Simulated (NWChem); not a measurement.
benzene (C6H6); SMILES c1ccccc1

```xyz
12

C      1.3443     0.3800     0.0000
C      0.3430     1.3542     0.0000
C     -1.0013     0.9741     0.0000
C     -1.3443    -0.3800     0.0000
C     -0.3430    -1.3542     0.0000
C      1.0013    -0.9741     0.0000
H      2.3902     0.6758     0.0000
H      0.6099     2.4079     0.0000
H     -1.7804     1.7321     0.0000
H     -2.3902    -0.6758     0.0000
H     -0.6099    -2.4079     0.0000
H      1.7804    -1.7321     0.0000
```
Atoms are numbered in this order, from 1.

Level: B3LYP/6-31G* (spherical d) (NWChem), optimised geometry, unscaled harmonic frequencies. B3LYP is NWChem's, with the RPA form of VWN correlation.

| frequency (cm⁻¹) | IR intensity (km/mol) |
|---|---|
| 415 | 0.0 |
| 415 | 0.0 |
| 622 | 0.0 |
| 622 | 0.0 |
| 695 | 77.0 |
| 718 | 0.0 |
| 865 | 0.0 |
| 865 | 0.0 |
| 970 | 0.0 |
| 970 | 0.0 |
| 1011 | 0.0 |
| 1019 | 0.0 |
| 1021 | 0.0 |
| 1069 | 3.3 |
| 1069 | 3.3 |
| 1185 | 0.0 |
| 1208 | 0.0 |
| 1208 | 0.0 |
| 1357 | 0.0 |
| 1388 | 0.0 |
| 1532 | 6.6 |
| 1532 | 6.6 |
| 1656 | 0.0 |
| 1656 | 0.0 |
| 3176 | 0.0 |
| 3186 | 0.0 |
| 3186 | 0.0 |
| 3202 | 51.4 |
| 3202 | 51.4 |
| 3213 | 0.0 |

```yaml
zero_point_energy: 63.2 kcal/mol
thermal correction to the enthalpy at 298.15 K (with zero-point energy): 66.5 kcal/mol
heat capacity Cv: 17.1 cal/(mol K)
entropy at 298.15 K and 1 atm (symmetry number 12): 64.1 cal/(mol K)
dipole_moment: 0.00 D
```

Rigid rotor and harmonic oscillator.
